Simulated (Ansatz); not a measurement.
in.yaml

```yaml
crystal:
  periodic: [false, false, false]
  atoms:
    - {symbol: O, position_ang: [0.000000, -0.621986, 1.603231]}
    - {symbol: P, position_ang: [0.000000, 0.473546, 0.601473]}
    - {symbol: Si, position_ang: [0.000000, -0.167920, -1.576637]}
basis:
  gaussian: {orbitals: def2-SVP}
magnetization: {spin_polarized: true, initial_magnetization: 3}
hamiltonian: {xc: hf}
accuracy: high
scf: {lower_state_search: off}
output: {forces: true, orbitals: {seedname: orbitals}}
```

```sh
$ ansatz run in.yaml --threads 1 --pin off --events-out ev --progress --plain --max-ram 2393MiB
```

Task: Roughly how long does this take on 1 thread of Arm Neoverse V1, shared host, and how much host memory?

Result: 1.2 s wall and 0.16 GiB.

```
these checks for a lower state are left out or cut short: stability, starts, cluster_reference, orbital_swaps, neighbouring_geometries, increment
878 factors; integrals over basis functions are off by at most 3.6e-9 eV
mean field evaluation 1: about -19158.1548 eV, gradient 2.5e1 eV
mean field evaluation 2: about -19158.2510 eV, gradient 2.5e1 eV
mean field evaluation 4: about -19161.3868 eV, gradient 2.6e0 eV
mean field evaluation 8: about -19161.4999 eV, gradient 2.8e-1 eV
mean field evaluation 16: about -19161.5040 eV, gradient 7.0e-6 eV
mean field -19161.50402117 eV, -704.1722846441 hartree, gradient 2.9e-8 eV, S^2 3.798297; 0 other end points of the search recorded, 0 dependent functions left out
the calculation of the forces begins
reference -19161.50402117 eV, -704.1722846441 hartree; 20, 17 occupied and 30, 33 virtual orbitals, 878 factors
Total energy: -19161.50402117 eV, -704.1722846441 hartree
Atom 0 at     0.000000    -0.621986     1.603231 Å, force     0.000000     0.557785    -0.533641 eV/Å
Atom 1 at     0.000000     0.473546     0.601473 Å, force    -0.000000    -0.508425     0.660938 eV/Å
Atom 2 at     0.000000    -0.167920    -1.576637 Å, force     0.000000    -0.049360    -0.127297 eV/Å
Dipole moment:     0.000000     0.352586    -0.395477 e Å
Checks for a lower state left out: stability, starts, cluster_reference, orbital_swaps, neighbouring_geometries, increment
```

Forces (eV/Å):
```
O    0.000  0.558 -0.534
P    0.000 -0.508  0.661
Si   0.000 -0.049 -0.127
```
